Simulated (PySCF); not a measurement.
**The electron affinity along group 13**

Calculated with PySCF 2.14 from differences of total energies of unrestricted determinants, without spin-orbit coupling. Values in eV. The last column holds reference values (measured affinities from photodetachment; the arrow runs from anion to atom). Unmarked ones compare directly (S terms, centres of terms, or small fine structure); those marked * lie between the lowest fine-structure levels and include a spin-orbit shift.

```json
{"element": "B (aug-cc-pwCVDZ, non-relativistic)", "configurations": "[He] 2s2 2p2 → [He] 2s2 2p1", "MP2 (valence and next inner shell)": "0.147", "CCSD (valence and next inner shell)": "0.129", "LDA": "0.716", "PBE0": "0.467", "r2SCAN": "0.580", "MP2 (valence)": "0.147", "reference": "0.280"}
{"element": "Al (aug-cc-pwCVDZ, non-relativistic)", "configurations": "[Ne] 3s2 3p2 → [Ne] 3s2 3p1", "MP2 (valence and next inner shell)": "0.299", "CCSD (valence and next inner shell)": "0.320", "LDA": "0.640", "PBE0": "0.539", "r2SCAN": "0.614", "MP2 (valence)": "0.314", "reference": "0.433 *"}
{"element": "Ga (aug-cc-pwCVDZ-PP with ECP10MDF, ECP)", "configurations": "[Ar] 3d10 4s2 4p2 → [Ar] 3d10 4s2 4p1", "MP2 (valence and next inner shell)": "0.204", "CCSD (valence and next inner shell)": "0.215", "LDA": "0.568", "PBE0": "0.416", "r2SCAN": "0.503", "MP2 (valence)": "0.212", "reference": "0.301 *"}
{"element": "In (aug-cc-pwCVDZ-PP with ECP28MDF, ECP)", "configurations": "[Kr] 4d10 5s2 5p2 → [Kr] 4d10 5s2 5p1", "MP2 (valence and next inner shell)": "0.311", "CCSD (valence and next inner shell)": "0.314", "LDA": "0.636", "PBE0": "0.495", "r2SCAN": "0.566", "MP2 (valence)": "0.318", "reference": "0.384 *"}
{"element": "Tl (aug-cc-pwCVDZ-PP with ECP60MDF, ECP)", "configurations": "[Xe] 4f14 5d10 6s2 6p2 → [Xe] 4f14 5d10 6s2 6p1", "MP2 (valence and next inner shell)": "0.243", "CCSD (valence and next inner shell)": "0.225", "LDA": "0.598", "PBE0": "0.418", "r2SCAN": "0.482", "MP2 (valence)": "0.214", "reference": "0.320 *"}
```

The highest occupied level of the anion is positive for B⁻ at LDA, PBE0, r2SCAN; Al⁻ at LDA, PBE0, r2SCAN; Ga⁻ at LDA, PBE0, r2SCAN; In⁻ at LDA, PBE0, r2SCAN; Tl⁻ at LDA, PBE0, r2SCAN, so there the basis helps to hold the electron.

For Tl a determinant mixes LS terms or the coupling is close to jj, so these rows are model values.

"Valence" correlates the outer s and p shells and, in groups 3 to 12 and the f block, the outer d or f shell, open or full, or the next shell where the ion has no valence electron left; the wider scheme adds the next inner shell.
